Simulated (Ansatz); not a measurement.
One change: `C=C=CS` becomes `C=C=CN=C`.

Ansatz, PBE0-D4/def2-TZVP geometries, multiplicity 1. Each molecule was computed in one conformer, which needn't be the lowest.

```csv
property,`C=C=CS`
"ideal-gas entropy at 298 K and 1 bar (rigid rotor, harmonic PBE0-D4/def2-TZVP) / J/(mol·K)",298
size of the dipole moment (ωB97M-V/def2-TZVPP) / D,1.01
HOMO energy (PBE/def2-TZVPP) / eV,-5.33
HOMO–LUMO gap (PBE/def2-TZVPP) / eV,4.02
LUMO energy (B3LYP/def2-TZVPP) / eV,-0.53
size of the dipole moment (B3LYP/def2-TZVPP) / D,0.94
```

Question: Give the same properties after the change, and the shifts. (An estimate is asked.)

Answer: Computed: 
```csv
property,`C=C=CN=C`,shift
"ideal-gas entropy at 298 K and 1 bar (rigid rotor, harmonic PBE0-D4/def2-TZVP) / J/(mol·K)",304,6
size of the dipole moment (ωB97M-V/def2-TZVPP) / D,1.34,0.33
HOMO energy (PBE/def2-TZVPP) / eV,-6.11,-0.78
HOMO–LUMO gap (PBE/def2-TZVPP) / eV,4.02,0.00
LUMO energy (B3LYP/def2-TZVPP) / eV,-1.32,-0.79
size of the dipole moment (B3LYP/def2-TZVPP) / D,1.31,0.37
```

With PBE0 the HOMO falls by 0.72 eV and the LUMO falls by 0.78 eV, so the gap narrows by about 0.06 eV. PBE moves the HOMO by -0.78 eV and ωB97M-V by -0.70 eV. The zero-point energy changes by 57.2 kJ/mol with +6 modes. Dipoles are sizes alone; their direction can turn.

B3LYP here is the variant with VWN-RPA as its local correlation; programs differ in this.
